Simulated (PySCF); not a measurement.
Tetramethylene sulfoxide, C4H8OS.
SMILES with atom numbers: `[O:1]=[S:2]1[CH2:3][CH2:4][CH2:5][CH2:6]1` (hydrogens: H7, H8 on C3; H9, H10 on C4; H11, H12 on C5; H13, H14 on C6)

The same species was optimised twice, with GFN2-xTB and with PBE0-D3(BJ)/def2-SVP (PySCF), and the same property calculations (PySCF, gas phase) were run on both structures.

| coordinate | GFN2-xTB | PBE0-D3(BJ)/def2-SVP | change |
| --- | --- | --- | --- |
| O1=S2 (Å) | 1.464 | 1.505 | +0.041 |
| S2–C6 (Å) | 1.860 | 1.833 | -0.027 |
| C3–C4 (Å) | 1.517 | 1.533 | +0.016 |
| S2–C3 (Å) | 1.867 | 1.856 | -0.011 |
| C4–C5 (Å) | 1.525 | 1.528 | +0.003 |
| C5–C6 (Å) | 1.515 | 1.516 | +0.001 |
| S2–C6–C5 (°) | 106.4 | 103.8 | -2.6 |
| C3–C4–C5 (°) | 106.1 | 107.8 | +1.7 |
| O1–S2–C6 (°) | 106.7 | 105.0 | -1.7 |
| C3–S2–C6 (°) | 91.0 | 89.9 | -1.1 |
| S2–C3–C4 (°) | 108.0 | 108.9 | +0.9 |
| O1–S2–C3 (°) | 105.5 | 105.0 | -0.5 |
| C4–C5–C6 (°) | 105.4 | 105.0 | -0.4 |

Rotational constants: A = 5061, B = 2696, C = 2164 MHz (GFN2-xTB) against A = 4725, B = 2804, C = 2324 MHz (PBE0-D3(BJ)/def2-SVP). Point groups within 0.08 Å: C1 and C1. Atoms that the bonding makes alike are paired by their places after alignment.

On the GFN2-xTB structure: lowest singlet, TDDFT (eV) 5.50 [B3LYP/def2-SVPD]; isotropic polarisability (au) 70.6 [B3LYP/def2-SVPD]; HOMO (eV) -6.33 [B3LYP/def2-SVPD]; LUMO (eV) 0.09 [B3LYP/def2-SVPD]; dipole (D) 4.29 [B3LYP/def2-SVPD]; HOMO (eV) -6.40 [PBE0/pcSseg-1]; LUMO (eV) 0.94 [PBE0/pcSseg-1]; dipole (D) 4.14 [PBE0/pcSseg-1]; GIAO shielding of O1 (ppm) 261.4 [PBE0/pcSseg-1]; GIAO shielding of S2 (ppm) 137.2 [PBE0/pcSseg-1]; GIAO shielding of C3/C6 (mean) (ppm) 123.4 [PBE0/pcSseg-1]; GIAO shielding of C4/C5 (mean) (ppm) 155.8 [PBE0/pcSseg-1].

Task: What do these properties become on the PBE0-D3(BJ)/def2-SVP structure?

Result: 
| property | level | on GFN2-xTB | on PBE0-D3(BJ)/def2-SVP | change |
| --- | --- | --- | --- | --- |
| lowest singlet, TDDFT (eV) | B3LYP/def2-SVPD | 5.50 | 5.49 | -0.01 |
| isotropic polarisability (au) | B3LYP/def2-SVPD | 70.6 | 71.0 | +0.4 |
| HOMO (eV) | B3LYP/def2-SVPD | -6.33 | -6.42 | -0.09 |
| LUMO (eV) | B3LYP/def2-SVPD | 0.09 | 0.05 | -0.04 |
| dipole (D) | B3LYP/def2-SVPD | 4.29 | 4.31 | +0.02 |
| energy, GFN2-xTB geometry as zero (kcal/mol) | B3LYP/def2-SVPD | 0.0 | -2.4 | -2.4 |
| HOMO (eV) | PBE0/pcSseg-1 | -6.40 | -6.50 | -0.10 |
| LUMO (eV) | PBE0/pcSseg-1 | 0.94 | 0.78 | -0.16 |
| dipole (D) | PBE0/pcSseg-1 | 4.14 | 4.15 | +0.01 |
| energy, GFN2-xTB geometry as zero (kcal/mol) | PBE0/pcSseg-1 | 0.0 | -2.4 | -2.4 |
| GIAO shielding of O1 (ppm) | PBE0/pcSseg-1 | 261.4 | 246.0 | -15.4 |
| GIAO shielding of S2 (ppm) | PBE0/pcSseg-1 | 137.2 | 149.1 | +11.9 |
| GIAO shielding of C3/C6 (mean) (ppm) | PBE0/pcSseg-1 | 123.4 | 125.0 | +1.6 |
| GIAO shielding of C4/C5 (mean) (ppm) | PBE0/pcSseg-1 | 155.8 | 156.7 | +0.9 |

The heavy atoms differ by 0.173 Å rms after alignment (one structure mirrored). Among bonds between heavy atoms O1=S2 changes most (+0.041 Å). Changes are differences of the printed values. Neither structure is proved a minimum here.
